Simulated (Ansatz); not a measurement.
Wurtzite MgTe, treated with G0W0@HSE06 (plane waves, hard PAW, contour deformation; Ansatz, a program for electronic structure).

The same calculation (at the measured cell, 33.000 Å³/atom) with different numerical settings; throughout: k mesh 3×3×2:

```
run  response cutoff (eV)  empty bands  quasiparticle gap on the mesh (eV)  quasiparticle gap at Γ (eV)   rough time
---  --------------------  -----------  ----------------------------------  ---------------------------  -----------
1                      70          322                               4.116                        4.116  10 core-min
2                     105          592                               4.171                        4.171  20 core-min
3                     140          912                               4.200                        4.200  50 core-min
4                     175         1275                               4.218                        4.218  90 core-min
5                     210         1676                                   …                            …     2 core-h
```

Problem. Fill in the missing entries.

Solution. 
- 5, quasiparticle gap on the mesh (eV): 4.230
- 5, quasiparticle gap at Γ (eV): 4.230

In the column quasiparticle gap on the mesh (eV) the first row differs from the last by -0.114 and the next to last by -0.012.

The last row is no converged limit: other settings stay fixed.

Spin–orbit coupling is not included.

Note: GW on a hybrid start was not checked against another program.
